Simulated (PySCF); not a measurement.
Input for PySCF: R-MP2/6-31G* on C2H4 (SMILES C=C) with ghost functions.

```python
from pyscf import gto, scf, dft, mp
from pyscf.data.elements import chemcore

mol = gto.M(
    atom='''
    C     0.00000000    0.64634385   -1.60849815
    C     0.00000000   -0.67914355   -1.45381675
    H    -0.92399961   -1.24016223   -1.38784883
    H     0.92399961   -1.24016223   -1.38784883
    H     0.92403607    1.20737602   -1.67357285
    H    -0.92403607    1.20737602   -1.67357285
    ghost-H    0.00000000    0.08295411    1.59016711
    ghost-C    0.00000000    0.02871509    2.67711785
    ghost-H    0.88825459    0.52261990    3.06664029
    ghost-H   -0.88825459    0.52261990    3.06664029
    ghost-H    0.00000000   -1.01394800    2.98955227
    ''',
    basis='6-31g*',
    cart=True,
    charge=0, spin=0, verbose=3, max_memory=1800)
mf = scf.RHF(mol)
mf.conv_tol = 1e-8
mf.max_cycle = 100
mf.kernel()
if not mf.converged:
    mf = mf.newton().run(mf.mo_coeff, mf.mo_occ)
pt = mp.MP2(mf, frozen=chemcore(mol)).run()
```

The log:

```
converged SCF energy = -78.0320134099016
E(RMP2) = -78.2859477234578  E_corr = -0.253934313556214
E(SCS-RMP2) = -78.2870657240174  E_corr = -0.255052314115841
```

The run converged.

Cost: very roughly 0.5 core-seconds.
